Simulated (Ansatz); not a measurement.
# P₂H₂ (quintet): the correlation ladder, def2-TZVPP

An exercise on one series of results from a longer session: the logs are not shown, and one member is left open.

Program: Ansatz 0.2.0, Gaussian basis. Level of theory: def2-TZVPP, core rule «outside noble gas», up to 10 orbitals frozen. These are calculated values, not measurements.

Plan: UHF; ROHF; CCSD(T) on UHF.

2 further runs of the same task are left out: 2 set aside as unsound or not needed.

## The system

The geometry is a PBE0/def2-TZVP stationary point (not a proven minimum) of the parent state, kept for this charge and spin.

4 atoms, charge 0, spin multiplicity 5.

Atoms are counted from 1 here; the program's logs count them from 0.

Bond lengths: P1–P2 2.159 Å, P1–H3 1.428 Å, P2–H4 1.428 Å. Angles: P2–P1–H3 95.2°, P1–P2–H4 95.2°.

Coordinates:

```
atom    x (Å)    y (Å)    z (Å)
  P1  -0.0313  -0.0735   1.0770
  P2  -0.0314   0.0735  -1.0770
  H3   0.9634   0.9311   1.2762
  H4   0.9634  -0.9311  -1.2762
```

Set-up of the first run:

Input file in.yaml:

```yaml
crystal:
  periodic: [false, false, false]
  atoms:
    - {symbol: P, position_ang: [-0.031349, -0.073548, 1.077042]}
    - {symbol: P, position_ang: [-0.031350, 0.073548, -1.077042]}
    - {symbol: H, position_ang: [0.963360, 0.931093, 1.276164]}
    - {symbol: H, position_ang: [0.963376, -0.931077, -1.276164]}
basis:
  gaussian: {orbitals: def2-TZVPP}
magnetization: {spin_polarized: true, initial_magnetization: 4}
hamiltonian: {xc: hf}
output: {orbitals: {seedname: orbitals}}
```

Started as:

```console
> ansatz run in.yaml --threads 1 --pin off --events-out ev --progress --plain --max-ram 2560MiB --backend cpu
```

Among the steps run: UHF; ROHF; CCSD(T) on UHF.

One of the session's tables, all rows but one given; the rest of the session is left out.

```
  method  from UCCSD(T) (meV)
    ROHF              +8466.0
     UHF                    ?
    UMP2              +1497.0
   UCCSD               +389.8
UCCSD(T)                    0
```

**Question.** Estimate the row for UHF.

**Answer.** from UCCSD(T) (meV): +8214.9. In the column «from UCCSD(T) (meV)» it lies between UMP2 (+1497.0) and ROHF (+8466.0).
